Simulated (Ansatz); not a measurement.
hcp Zr, treated with rVV10 in Ansatz (PAW).

Run with plane-wave cutoff 520 eV, 18×18×12 k mesh (along the axes of the cell as run), Fermi–Dirac smearing 0.05 eV, scalar-relativistic PAW data made under PBE.

The cell is scaled about its equilibrium volume:

Shape and atoms are relaxed at each volume.

```csv
V (Å³/atom),P (GPa),c (Å),a (Å)
22.710,4.19,5.131,3.197
23.183,2.00,5.161,3.221
23.656,0.00,5.190,3.245
24.129,-1.84,5.221,3.267
24.602,-3.53,5.251,3.289
```

Note: the bulk modulus comes from volumes at which shape and atoms were relaxed.

Ansatz is a quantum-chemistry and plane-wave program.
